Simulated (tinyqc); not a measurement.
Inside a calculation. Method: extended Hueckel theory, for BH3. Computed by tinyqc, a small Python program that keeps every step (integrals from PySCF). Settings: charge = 0, K = 2.0, multiplicity = 1. Command: `OMP_NUM_THREADS=1 python tinyqc.py 27497 27498 out.jsonl` (the two numbers bound the seeds that draw the settings). One thread of a shared host (Intel(R) Xeon(R) Processor @ 2.60GHz), about 0.01 s of CPU time with the checks.

## Overlaps

Geometry (angstrom):
```
atom         x         y        z
B      0.00000   0.00000  0.01200
H      1.21300   0.00000  0.00000
H     -0.60600   1.05000  0.00000
H     -0.60600  -1.05000  0.00000
```

Parameters chosen for this run:
```
element  shell  Slater exponent  H_ii (eV)
H           1s          1.30000  -13.60000
B           2s          1.30000  -15.20000
B           2p          1.30000   -8.50000
```

Slater orbitals, each expanded in six Gaussians scaled to its exponent.

overlap S, order 1B 2s, 1B 2px, 1B 2py, 1B 2pz, 2H 1s, 3H 1s, 4H 1s:
$$\begin{pmatrix}
1.00000 & 0.00000 & 0.00000 & 0.00000 & 0.47801 & 0.47832 & 0.47832 \\
0.00000 & 1.00000 & 0.00000 & 0.00000 & 0.52521 & -0.26264 & -0.26264 \\
0.00000 & 0.00000 & 1.00000 & 0.00000 & 0.00000 & 0.45506 & -0.45506 \\
0.00000 & 0.00000 & 0.00000 & 1.00000 & -0.00520 & -0.00520 & -0.00520 \\
0.47801 & 0.52521 & 0.00000 & -0.00520 & 1.00000 & 0.08633 & 0.08633 \\
0.47832 & -0.26264 & 0.45506 & -0.00520 & 0.08633 & 1.00000 & 0.08638 \\
0.47832 & -0.26264 & -0.45506 & -0.00520 & 0.08633 & 0.08638 & 1.00000
\end{pmatrix}$$

## Wolfsberg-Helmholz matrix

diagonal H_ii (eV): 1B 2s -15.20000, 1B 2px -8.50000, 1B 2py -8.50000, 1B 2pz -8.50000, 2H 1s -13.60000, 3H 1s -13.60000, 4H 1s -13.60000

K = 2.00000

H_ij = K' S_ij (H_ii + H_jj)/2 for i != j (the diagonal keeps H_ii), with K' = 2.

H (eV), order 1B 2s, 1B 2px, 1B 2py, 1B 2pz, 2H 1s, 3H 1s, 4H 1s:
$$\begin{pmatrix}
-15.20000 & 0.00000 & 0.00000 & 0.00000 & -13.76682 & -13.77575 & -13.77575 \\
0.00000 & -8.50000 & 0.00000 & 0.00000 & -11.60719 & 5.80428 & 5.80428 \\
0.00000 & 0.00000 & -8.50000 & 0.00000 & 0.00000 & -10.05692 & 10.05692 \\
0.00000 & 0.00000 & 0.00000 & -8.50000 & 0.11483 & 0.11494 & 0.11494 \\
-13.76682 & -11.60719 & 0.00000 & 0.11483 & -13.60000 & -2.34823 & -2.34823 \\
-13.77575 & 5.80428 & -10.05692 & 0.11494 & -2.34823 & -13.60000 & -2.34945 \\
-13.77575 & 5.80428 & 10.05692 & 0.11494 & -2.34823 & -2.34945 & -13.60000
\end{pmatrix}$$

## Orbitals

valence electrons = 6

Solve H C = S C e through S^(-1/2); fill by pairs from the bottom, a degenerate level sharing its electrons equally; each orbital has its largest coefficient positive (the first on a tie).

orbital energies (eV): [-21.21021, -15.34121, -15.34041, -8.50044, 13.88339, 13.91932, 28.20003]

occupations: [2.00000, 2.00000, 2.00000, 0.00000, 0.00000, 0.00000, 0.00000]

coefficients, order 1B 2s, 1B 2px, 1B 2py, 1B 2pz, 2H 1s, 3H 1s, 4H 1s:
$$\begin{pmatrix}
0.52302 & 0.00000 & 0.00002 & 0.00907 & 0.00197 & 0.00000 & 1.46169 \\
-0.00001 & 0.00000 & 0.43499 & 0.00000 & 1.28007 & 0.00000 & -0.00231 \\
0.00000 & 0.43501 & 0.00000 & 0.00000 & 0.00000 & 1.28063 & 0.00000 \\
-0.00032 & 0.00000 & 0.00000 & 0.99995 & -0.00002 & 0.00000 & -0.01658 \\
0.28858 & 0.00000 & 0.55884 & -0.00209 & -1.01184 & 0.00000 & -0.77367 \\
0.28874 & 0.48380 & -0.27924 & -0.00209 & 0.50419 & -0.87580 & -0.77679 \\
0.28874 & -0.48380 & -0.27924 & -0.00209 & 0.50419 & 0.87580 & -0.77679
\end{pmatrix}$$

sum of one-electron energies = -103.78367 eV

## Mulliken analysis

P = C n C^T; charge = valence electrons (H 1, B 3) minus the sum of (P S)_ii on the atom; overlap population = 2 sum P_ij S_ij between two atoms.

charges: 1B 0.49672, 2H -0.16571, 3H -0.16551, 4H -0.16551

Overlap populations:
```
pair      value
2-1    0.799306
3-1    0.799628
3-2   -0.025114
4-1    0.799628
4-2   -0.025114
4-3   -0.025122
```
